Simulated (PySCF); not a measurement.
hydrogen chloride (ClH), SMILES Cl. The structure is a stationary point at PBE0-D3(BJ)/def2-TZVPD.

Calculation: PySCF with PBE0-D3(BJ)/def2-TZVPD.

Harmonic wavenumbers (cm⁻¹): 2996. Rotational constants (GHz): 315.0 (linear); symmetry number 1.

Question: Work out the zero-point energy and the ideal-gas rigid-rotor harmonic-oscillator thermochemistry at 298.15 K and 1 atm.

Answer: ZPE = ½ Σ hcν = ½ × 2996 cm⁻¹ = 4.28 kcal/mol. H − E(el) = 6.36 kcal/mol. Entropy in cal/(mol K): translation 36.71, rotation 7.91, vibration 0.00, total 44.62. G − E(el) = -6.95 kcal/mol. Cp = 6.96 cal/(mol K).
